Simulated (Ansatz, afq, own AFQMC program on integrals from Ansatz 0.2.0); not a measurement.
Integrals from Ansatz 0.2.0, then the random walk in our own AFQMC program (afq).

```yaml
crystal:
  periodic: [false, false, false]
  atoms:
    - {symbol: B, position_ang: [0.000000, -0.042472, 0.130551]}
    - {symbol: H, position_ang: [0.000000, 1.258278, -1.780834]}
    - {symbol: H, position_ang: [0.000000, -0.042472, 1.304765]}
    - {symbol: H, position_ang: [0.000000, -0.760256, -0.924195]}
basis:
  gaussian: {orbitals: cc-pVDZ}
total_charge: 1
magnetization: {spin_polarized: true, initial_magnetization: 1}
correlation: {method: ccsd_t, electrons: outside_noble_gas, hamiltonian_folder: ham}
```

```sh
$ ansatz run in.yaml --threads 1 --pin off --events-out ev --progress --plain --max-ram 1382MiB
```

Options of the walk:

```
--method phaseless --trial cisd --walkers 80 --populations 1 --least-time 40 --time-step 0.02 --steps-per-block 10 --equilibration-blocks 50 --max-blocks 300 --target-error 0.00108 --factor-cut 1e-05 --start determinant --seed 2275 --taylor-order 6
```

Times are imaginary, in 1/Eh. The walk had a cap of 213 s.

Log:

```
orbitals 28  electrons 3 2  factors 199 of 260
reference energy -25.95219898 Eh
CCSD correlation -0.07831831 Eh in 12 cycles, weight of the determinant in the CISD state 0.9526
energy of the start -26.030517 Eh
 block  time / (1/Eh)  mean weight  energy / Eh
     1     0.200  0.9991  -26.030308
     2     0.400  1.0035  -26.030438
     3     0.600  0.9993  -26.030490
     4     0.800  0.9963  -26.030747
     5     1.000  0.9999  -26.030797
     8     1.600  1.0008  -26.031163
    13     2.600  0.9961  -26.030569
    25     5.000  0.9946  -26.033928
    31     6.200  0.9978  -26.031103
    49     9.800  0.9936  -26.031488
    67    13.400  1.0053  -26.033211
    85    17.000  0.9952  -26.031136
   103    20.600  1.0029  -26.031342
   121    24.200  1.0033  -26.031124
   139    27.800  0.9983  -26.032261
   157    31.400  1.0010  -26.031879
   175    35.000  0.9988  -26.031172
   193    38.600  1.0020  -26.031577
   211    42.200  1.0026  -26.031176
   229    45.800  0.9992  -26.032254
   235    47.000  0.9976  -26.030263
   247    49.400  1.0015  -26.031973
blocks merged  error / Eh  count
     1  0.000045  200
     2  0.000056  100
     4  0.000064  50
     8  0.000076  25
    16  0.000090  12
energy -26.031720 +/- 0.000076 Eh
(rows thinned)
```

The run passed its tests (sampling time, drift between the halves within three errors, error under three times the target), which doesn't prove that it has relaxed.

Against this walk (error 2.1 meV) on the same determinant: CCSD(T) 8.1 meV higher, CCSDT(Q) 1.8 meV lower (within the noise), full CI 2.0 meV lower (within the noise), a separate phaseless walk with a CISD trial and standard settings 0.0 ± 3.1 meV lower (within the noise). The error is statistical and leaves out the bias of the constraint.

Cautions: constraint bias not in the error; the time-step error isn't removed.

The walk took 72 s on 1 thread of Arm Neoverse N1, on a shared host. The log's last line is the phaseless energy.

CCSDT and higher add their correlation energy to the determinant of the CCSD(T) run, since their own runs factorise the integrals more tightly (a shift of under 2 meV). A walk keeps the symmetry of its determinant, which the program's search chose and which needn't be the lowest solution, so a lower state of the same spin and another symmetry isn't excluded.
